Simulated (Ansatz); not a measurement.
# AlH3Cl− (SMILES [H][Al-]([H])([H])[Cl]): levels of theory compared

Wanted: a comparison of 6 runs (HSE06/STO-3G, PBE/STO-3G, PBE0/STO-3G, wB97M-V/STO-3G, wB97X/STO-3G, CCSD/STO-3G) of AlH3Cl−. 

The calculation is run with Ansatz 0.2.0.

1 further run of the same task is left out (it didn't finish).

## (1) The molecule

The species is AlH3Cl− (5 atoms), meant as a singlet with charge -1. SMILES: `[H][Al-]([H])([H])[Cl]`. The H4–Al1 distance was set to 2.412 Å, away from the relaxed value. At this shape a bond of the SMILES string is far longer than usual.

Bond lengths: Al1–Cl2 2.096 Å, Al1–H3 1.609 Å, Al1–H5 1.609 Å. Angles: Cl2–Al1–H3 107.0°, Cl2–Al1–H5 107.4°, H3–Al1–H5 111.7°.

## (2) A single-point energy at HSE06/STO-3G (run 1)

Contents of run.yaml:

```yaml
crystal:
  periodic: [false, false, false]
  atoms:
    - {symbol: Al, position_ang: [0.384012, -0.666551, 0.093900]}
    - {symbol: Cl, position_ang: [0.400312, -0.685331, 2.189920]}
    - {symbol: H, position_ang: [1.918562, -0.655291, -0.388880]}
    - {symbol: H, position_ang: [-0.775390, 1.334390, -0.590440]}
    - {symbol: H, position_ang: [-0.381648, -1.995101, -0.392050]}
basis:
  gaussian: {orbitals: STO-3G}
total_charge: -1
hamiltonian: {xc: hse06}
accuracy: high
```

The run is started by

```
$ ansatz run run.yaml --threads 1 --pin off --max-ram 2610MiB --events-out events.jsonl --progress --plain --runs-dir runs
```

Log:

```text
Warning: RAYON_NUM_THREADS=1 ignored (pool sized by the plan → 1); use --threads N
Functional definition: HSE06
  name "HSE06"
  parameter a = 0.25
  parameter omega = 0.11/bohr
  exchange = pbe_x - a*pbe_x_sr(omega) + a*exact_x_sr(omega)
  correlation = pbe_c
362 factors; integrals over basis functions are off by at most 1.3e-8 eV
62 factors; integrals over basis functions are off by at most 1.2e-9 eV
mean field evaluation 1: about -18938.1318 eV, gradient 2.6e1 eV
mean field evaluation 2: about -18931.4894 eV, gradient 3.9e1 eV
mean field evaluation 4: about -18941.9637 eV, gradient 7.3e-1 eV
mean field evaluation 8: about -18941.9209 eV, gradient 3.1e-3 eV
mean field evaluation 16: about -18941.9209 eV, gradient 7.1e-8 eV
mean field -18941.92089787 eV, -696.1027537017 hartree, gradient 7.1e-8 eV, S^2 0.000000; 0 other end points of the search recorded, 0 dependent functions left out
reference -18941.92089976 eV, -696.1027537711 hartree; 17, 17 occupied and 4, 4 virtual orbitals, 362 factors
Total energy: -18941.92089976 eV, -696.1027537711 hartree
```

Wall time 0.99 s (1 thread of Intel Xeon 6975P-C (Granite Rapids), shared host); peak memory 0.11 GiB.

## (3) A single-point energy at PBE/STO-3G (run 2)

Contents of in.yaml:

```yaml
crystal:
  periodic: [false, false, false]
  atoms:
    - {symbol: Al, position_ang: [0.384012, -0.666551, 0.093900]}
    - {symbol: Cl, position_ang: [0.400312, -0.685331, 2.189920]}
    - {symbol: H, position_ang: [1.918562, -0.655291, -0.388880]}
    - {symbol: H, position_ang: [-0.775390, 1.334390, -0.590440]}
    - {symbol: H, position_ang: [-0.381648, -1.995101, -0.392050]}
basis:
  gaussian:
    orbitals: STO-3G
total_charge: -1
hamiltonian:
  xc: {name: PBE}
accuracy: high
```

The run is started by

```
$ ansatz run in.yaml --threads 1 --pin off --max-ram 2610MiB --events-out events.jsonl --progress --plain --runs-dir runs
```

Log:

```text
Warning: RAYON_NUM_THREADS=1 ignored (pool sized by the plan → 1); use --threads N
Functional definition: PBE
  name "PBE"
  parameter kappa = 0.804
  parameter beta = 0.06672455060314922
  exchange = pbe_x(kappa = kappa, mu = beta*pi^2/3)
  correlation = pbe_c(beta = beta)
362 factors; integrals over basis functions are off by at most 1.3e-8 eV
mean field evaluation 1: about -18934.4971 eV, gradient 3.1e1 eV
mean field evaluation 2: about -18922.1294 eV, gradient 4.6e1 eV
mean field evaluation 4: about -18939.4878 eV, gradient 1.7e0 eV
mean field evaluation 8: about -18939.4430 eV, gradient 6.0e-2 eV
mean field evaluation 16: about -18939.4430 eV, gradient 6.1e-7 eV
mean field -18939.44301701 eV, -696.0116932597 hartree, gradient 7.6e-8 eV, S^2 0.000000; 0 other end points of the search recorded, 0 dependent functions left out
reference -18939.44301890 eV, -696.0116933290 hartree; 17, 17 occupied and 4, 4 virtual orbitals, 362 factors
Total energy: -18939.44301890 eV, -696.0116933290 hartree
```

It took 0.71 s on 1 thread of Intel Xeon 6975P-C (Granite Rapids), shared host; peak memory 0.11 GiB.

Run 3 isn't shown in full; the table further down has it.

## (4) A single-point energy at wB97M-V/STO-3G (run 4)

run.yaml: that of step 2 with these lines changed.

```diff
@@ -1 +1,3 @@
+basis:
+  gaussian: {orbitals: STO-3G}
 crystal:
@@ -8,6 +10,4 @@
     - {symbol: H, position_ang: [-0.381648, -1.995101, -0.392050]}
-basis:
-  gaussian: {orbitals: STO-3G}
 total_charge: -1
-hamiltonian: {xc: hse06}
+hamiltonian: {xc: {name: wB97M-V}}
 accuracy: high
```

The run is started by

```
$ ansatz run run.yaml --threads 1 --pin off --max-ram 2610MiB --events-out events.jsonl --progress --plain --runs-dir runs
```

Log, cut to the lines that bear on the results:

```text
Warning: RAYON_NUM_THREADS=1 ignored (pool sized by the plan → 1); use --threads N
Functional definition: wB97M-V
  name "wB97M-V"
[...]
  gx(w, u) = 1 - cx + cx01*u + cx10*w
  gss(w, u) = css00 + css04*u^4 + css10*w + css20*w^2 + css43*w^4*u^3
  gos(w, u) = cos00 + cos10*w + (cos20 + cos21*u)*w^2 + (cos60 + cos61*u)*w^6
[...]
      + integral(e_c_pw_mod_opposite_spin*gos(b97_w_opposite, b97_u_opposite)) + vv10(b, c)
362 factors; integrals over basis functions are off by at most 1.3e-8 eV
151 factors; integrals over basis functions are off by at most 1.6e-9 eV
[...]
mean field -18950.63089178 eV, -696.4228400741 hartree, gradient 4.3e-8 eV, S^2 0.000000; 0 other end points of the search recorded, 0 dependent functions left out
reference -18950.63089439 eV, -696.4228401699 hartree; 17, 17 occupied and 4, 4 virtual orbitals, 362 factors
Total energy: -18950.63089439 eV, -696.4228401699 hartree
```

Run time: 6.9 s. Hardware: 1 thread of Intel Xeon 6975P-C (Granite Rapids), shared host; peak memory 0.3 GiB.

Run 5 isn't shown in full; the table further down has it.

## (5) The energy at CCSD/STO-3G (run 6)

Contents of input.yaml:

```yaml
crystal:
  periodic: [false, false, false]
  atoms:
    - {symbol: Al, position_ang: [0.384012, -0.666551, 0.093900]}
    - {symbol: Cl, position_ang: [0.400312, -0.685331, 2.189920]}
    - {symbol: H, position_ang: [1.918562, -0.655291, -0.388880]}
    - {symbol: H, position_ang: [-0.775390, 1.334390, -0.590440]}
    - {symbol: H, position_ang: [-0.381648, -1.995101, -0.392050]}
basis:
  gaussian:
    orbitals: STO-3G
total_charge: -1
correlation:
  method: ccsd
  frozen_orbitals: {Al: 5, Cl: 5, H: 0}
magnetization:
  spin_polarized: false
  initial_magnetization: 0
scf:
  omitted_lower_state_checks: [cluster_reference, increment]
accuracy: high
```

The run is started by

```
$ ansatz run input.yaml --threads 1 --pin off --max-ram 2610MiB --events-out events.jsonl --progress --plain --runs-dir runs
```

Log, cut to the lines that bear on the results:

```text
Warning: RAYON_NUM_THREADS=1 ignored (pool sized by the plan → 1); use --threads N
Functional definition: HF
  name "HF"
[...]
362 factors; integrals over basis functions are off by at most 1.3e-8 eV
[...]
mean field -18916.45549212 eV, -695.1669173014 hartree, gradient 7.0e-9 eV, S^2 0.000000; 0 other end points of the search recorded, 0 dependent functions left out; unrestricted orbitals would lower it
10 core orbitals not correlated: weight in the atoms' cores, before any rotation towards them, 0.999 or more for the frozen orbitals, at most 0.000 for the correlated occupied ones
reference -18916.45549212 eV, -695.1669173014 hartree; 7, 7 occupied and 4, 4 virtual orbitals, 362 factors
second order -1.35005322 eV of doubles, -0.00000000 eV of singles
cycle   1  -1.70627001 eV  change   -3.6e-1 eV  update   8.5e-2
[...]
cycle  18  -2.01648688 eV  change  -9.6e-10 eV  update   1.1e-9
Total energy: -18918.47197900 eV, -695.2410218273 hartree
Checks for a lower state left out: cluster_reference, increment
```

It took 0.2 s on 1 thread of Intel Xeon 6975P-C (Granite Rapids), shared host.

## (6) The series

| run | level | frozen core orbitals | energy (Eh) | wall time |
| --- | --- | --- | --- | --- |
| 1 | HSE06/STO-3G | – | -696.102754 | 0.99 s |
| 2 | PBE/STO-3G | – | -696.011693 | 0.71 s |
| 3 | PBE0/STO-3G | – | -696.116613 | 1.1 s |
| 4 | wB97M-V/STO-3G | – | -696.422840 | 6.9 s |
| 5 | wB97X/STO-3G | – | -696.364731 | 2.9 s |
| 6 | CCSD/STO-3G | 10 | -695.241022 | 0.2 s |

## (7) Results

| quantity | value |
| --- | --- |
| run 6: total energy | -695.24102 Eh |
| run 6: correlation energy (10 core orbitals frozen) | -74.1 mEh |
| run 6: T1 diagnostic | 0.023 |

**Reading.** Totals of different functionals can't be ranked against each other. In run 6 the log says that unrestricted orbitals would lower the reference, so the values rest on an unstable closed-shell determinant (other closed-shell runs at this shape may share the fault). In runs 1, 2, 3, 4, 5, 6 the basis is minimal, so the values are rough. All runs together took 13 s, the longest 6.9 s.
